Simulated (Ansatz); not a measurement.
# C3H− (SMILES C1#C[CH-]1): a relaxed scan of the bond length C3–H4

One table from this session's results is given with a row withheld; the runs are named, their logs left out.

Computed with Ansatz 0.2.0, Gaussian basis. Level: single points in def2-TZVPPD.

Levels: PBE-D4, r2SCAN-D4, PBE0-D4, B3LYP-D4, wB97M-V, Hartree-Fock, MP2, CCSD, CCSD(T). The scan takes 0.981, 1.003, 1.035, 1.073, 1.114, 1.159, 1.206, 1.256, 1.308 Å.

Cores are frozen in the correlated methods. B3LYP uses VWN-RPA correlation.

10 further runs of the same task are left out: 10 set aside as unsound or not needed.

## The starting structure

The minimum, relaxed at PBE0-D4: 4 atoms, charge -1, spin multiplicity 1.

Atoms are counted from 1 here; the program's logs count them from 0.

Bond lengths: C1–C2 1.478 Å, C1–C3 1.370 Å, C2–C3 1.370 Å, C3–H4 1.090 Å. Angles: C2–C1–C3 57.4°, C1–C2–C3 57.4°, C1–C3–C2 65.3°, C1–C3–H4 147.4°, C2–C3–H4 147.4°.

Geometry (Å):

```xyz
4

C     1.0417   -0.2996    0.3040
C    -0.2254   -0.2877    1.0648
C    -0.1462    0.1052   -0.2451
H    -0.6701    0.4821   -1.1237
```

Energies of the minimum (eV), from earlier single points: PBE-D4 -3119.62402, r2SCAN-D4 -3121.67875, PBE0-D4 -3119.76653, B3LYP-D4 -3123.87881, wB97M-V -3122.71928, CCSD(T) -3116.66643.

At the minimum the bond length C3–H4 is 1.090 Å.

The first run:

File relax/in.yaml:

```yaml
crystal:
  periodic: [false, false, false]
  atoms:
    - {symbol: C, position_ang: [1.041663, -0.299601, 0.304031]}
    - {symbol: C, position_ang: [-0.225352, -0.287670, 1.064759]}
    - {symbol: C, position_ang: [-0.146178, 0.105168, -0.245116]}
    - {symbol: H, position_ang: [-0.617663, 0.444357, -1.035694]}
basis:
  gaussian: {orbitals: def2-TZVPD}
total_charge: -1
hamiltonian: {xc: pbe0, dispersion: d4}
relax: {f_tol: 0.005, max_steps: 200, constraints: [{distance: [2, 3]}]}
```

The command line of these runs was not kept.

Among the steps run: C3–H4 = 0.981 Å; C3–H4 = 1.003 Å; C3–H4 = 1.035 Å; C3–H4 = 1.073 Å; C3–H4 = 1.114 Å; C3–H4 = 1.159 Å; C3–H4 = 1.206 Å; C3–H4 = 1.256 Å; C3–H4 = 1.308 Å.

One table of the session follows, with a row left open; its other results are not shown here.

Energies less that of the minimum at the same level (meV):

```
bond length (Å)  PBE-D4  PBE0-D4  B3LYP-D4  wB97M-V  Hartree-Fock
          0.981     269      239       232      225           196
          1.003       ?        ?         ?        ?             ?
          1.035      70       54        52       47            30
          1.073      10        5         4        3            -3
1.090 (minimum)       0        0         0        0             0
          1.114       2        9         9       12            20
          1.159      45       68        67       75           101
          1.206     134      173       170      185           233
          1.256     263      321       314      338           411
          1.308     422      502       488      524           624
```

Estimate the missing values for bond length (Å) = 1.003.

Worked estimate for «PBE-D4». A straight line through the neighbours (0.981, 269) and (1.035, 70) gives 269 + (70 − 269) × (1.003 − 0.981) / (1.035 − 0.981) = 188; a parabola fitted to 3 rows on both sides gives 172.

**Answer.** PBE-D4: 169; PBE0-D4: 145; B3LYP-D4: 140; wB97M-V: 134; Hartree-Fock: 109. In «PBE-D4» the line misses by +19 and the parabola by +3.

Limits of these values: A polynomial through the near points puts the CCSD(T) minimum 0.002 Å below the PBE0-D4 value.
